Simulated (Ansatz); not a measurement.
Computed with Ansatz on PBE0-D4/def2-TZVP structures; ΔE is electronic, products minus reactants. CCSD(T)/CBS adds triple-zeta CCSD(T) − MP2 to the extrapolated MP2 energy (def2 sets, frozen cores). This one scheme is used for every species, atoms too. Functionals use def2-TZVPP. B3LYP here is the variant with VWN-RPA as its local correlation; programs differ in this. Open shells (•) are unrestricted, without spin–orbit coupling. Spin–orbit coupling would lower the free atoms: a little for C, Cl, F.

`C[C@@]1(Cl)C[C@H]1F` → 4 C• + Cl• + F• + 6 H•  (atomization)

`C[C@@]1(Cl)C[C@H]1F`:

```xyz
12

C     0.147   -1.210   -0.820
C     0.369   -0.206    0.268
Cl    1.597   -0.695    1.437
C     0.264    1.267   -0.020
C    -0.763    0.586    0.818
F    -2.000    0.388    0.283
H     1.056   -1.337   -1.411
H    -0.657   -0.877   -1.477
H    -0.133   -2.176   -0.398
H     0.947    1.950    0.469
H    -0.021    1.531   -1.031
H    -0.806    0.778    1.883
```

Question: What is ΔE at CCSD(T)/CBS? (Estimate.)

Answer: Ansatz gave: +4746.1 kJ/mol.

Question: What do these levels give: PBE0-D4, B3LYP-D4, ωB97X-V, ωB97M-V, HF/def2-TZVPP, SCS-MP2/def2-TZVPP, CCSD(T)/def2-TZVPP, MP2/def2-QZVPP, SCS-MP2/def2-QZVPP, HF/CBS(def2), MP2/CBS(def2), CCSD/CBS(def2)? (Best estimate.)

Answer: Computed: PBE0-D4 4815.7, B3LYP-D4 4739.8, ωB97X-V 4772.2, ωB97M-V 4776.0, HF/def2-TZVPP 3463.1, SCS-MP2/def2-TZVPP 4684.4, CCSD(T)/def2-TZVPP 4631.5, MP2/def2-QZVPP 4810.6, SCS-MP2/def2-QZVPP 4758.4, HF/CBS(def2) 3467.7, MP2/CBS(def2) 4858.1, CCSD/CBS(def2) 4668.0 kJ/mol.

Largest T1 diagnostic among the species: 0.010.

In def2-TZVPP, CCSD(T) changes the Hartree–Fock value by +1168.4 kJ/mol (the triples alone add +78.1 kJ/mol) and MP2 by +1280.4 kJ/mol; breaking electron pairs costs correlation energy, which Hartree–Fock lacks. The D4 term adds +41.4 kJ/mol with B3LYP and +21.6 kJ/mol with PBE0; it sums over pairs of atoms, weighted by their polarisabilities, and B3LYP, whose exchange is more repulsive, gets the larger term. From PBE to PBE0 (25 % exact exchange), in def2-TZVPP and without D4, ΔE moves by −86.4 kJ/mol: exact exchange takes away binding that semilocal exchange gives to molecules.

For atomizations the MP2-based limit and the directly extrapolated one differ by several kJ/mol either way, and by 10 to 25 for some Ge, Se and Sn compounds, so smaller differences from it don't rank the levels.
